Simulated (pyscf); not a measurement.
# Insertion: [O=Al]• (SMILES [O]=[Al]) + H₂O (SMILES O) -> •O–AlH–OH (SMILES [O][AlH][OH])

Gas phase, doublet surface, charge 0. Bonds broken: O3–H5. Bonds formed: Al2–O3, Al2–H5. Single points on ωB97X-D3(BJ)/def2-SVP structures (PySCF, gas phase).

Transition state (Å):

```xyz
5

O      2.5241     0.5077    -2.2688
Al     1.2981     0.9938    -1.3548
O      0.1140     0.7023     0.0239
H      0.4391     0.8067     0.9373
H      0.0522     1.9463    -0.4659
```

One imaginary mode, 1222i cm⁻¹; descent along it reached the two sides named, in the forms told below.

```csv
bond,change,reactant side (Å),saddle,product side
O3–H5,breaks,0.968,1.338,2.9
Al2–O3,forms,2.047,1.841,1.691
Al2–H5,forms,2.7,1.803,1.572
```

Electronic energies relative to the separated reactants (kJ/mol):

| level | barrier | reaction energy | reverse barrier |
|---|---|---|---|
| ωB97X-D3(BJ)/def2-TZVP | 52.9 | -188.9 | 241.9 |
| PBE/def2-TZVP | 38.8 | -119.9 | 158.6 |
| r²SCAN/def2-TZVP | 33.2 | -164.9 | 198.1 |
| B3LYP-D3(BJ)/def2-TZVP | 56.4 | -160.3 | 216.8 |
| PBE0-D3(BJ)/def2-TZVP | 50.6 | -163.3 | 213.9 |
| M06-2X/def2-TZVP | 62.0 | -175.1 | 237.1 |
| ωB97M-D3(BJ)/def2-TZVP | 61.6 | -170.1 | 231.7 |

With ωB97M-D3(BJ)/def2-TZVP energies and thermal terms (ideal gas, 1 atm, RRHO with modes under 100 cm⁻¹ raised to 100, one conformer, R ln 2 for rigid chiral ones), in kJ/mol:

```
T (K)   ΔH‡    ΔG‡      ΔH      ΔG
-----  ----  -----  ------  ------
298    46.1   81.8  -177.4  -140.9
600    47.2  117.7  -174.5  -104.9
900    50.0  152.3  -169.9   -71.0
1200   53.0  186.0  -165.0   -38.8
```

On the reactant side the descent ends in an adduct with a Al–O contact, 81.2 kJ/mol under the separated species and 134.1 kJ/mol under the saddle at ωB97X-D3(BJ)/def2-TZVP. What is counted as formed (Al–O) is already present as a longer contact in the reactant adduct; forming that adduct is a step of its own. •O–AlH–OH lies 141.6 kJ/mol over its isomer [HO–Al–OH]•, and others may lie lower still (electronic energy, ωB97M-D3(BJ)). One saddle was located; it need not be the lowest between these sides. The term symbol of open-shell O=Al was not checked; spin-orbit terms and orbital degeneracy are left out.
